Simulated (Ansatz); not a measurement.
PH, quintet in aug-cc-pVTZ: errors against UCCSDT(Q)

Geometry: that of the PH⁻, quartet, kept fixed. The triplet lies 5.9 eV lower here.

```yaml
atoms:
  - { symbol: P, position_ang: [0.0000, 0.0000, 0.0000] }
  - { symbol: H, position_ang: [0.0000, 0.0000, 1.5586] }
```

Basis aug-cc-pVTZ; Ansatz 0.2.0. Correlated methods freeze the noble-gas cores, which leaves 6 electrons in 68 orbitals. R marks a restricted (for open shells ROHF) determinant, U an unrestricted one. Active spaces: valence = (6e, 5o) chosen from the atoms' valence shells.

Full CI isn't at hand for all of this; UCCSDT(Q) serves as the reference, and is uncertain by the last step of the cluster series or more. The frozen core follows each run's orbitals, which can shift R against U totals by a few meV.

The UHF ⟨S²⟩ is 6.006, the T1 diagnostic (RCCSD) is 0.0227 and the largest doubles amplitude (RCCSD) is 0.043. The T1 diagnostic (UCCSD) is 0.0273.

Task: From what is known of these methods and the diagnostics, rank them by the size of their error in total energy against UCCSDT(Q) in aug-cc-pVTZ, smallest first (an estimate: the text doesn't fix the numbers).
A. RCCSDT
B. RCCSD(T)
C. RCCSD
D. UHF
E. MRCISD (valence space)

Result: A (0.16 kcal/mol), B (0.70 kcal/mol), C (3.52 kcal/mol), E (5.47 kcal/mol), D (71.93 kcal/mol).

All errors are against UCCSDT(Q) in aug-cc-pVTZ. Within each family the higher level lies nearer, as is usual though not guaranteed.

Natural occupations of CASSCF (valence space) about the gap: 2.000 1.000 1.000 1.000 1.000; effectively unpaired electrons, Σ n²(2−n)², 4.00.
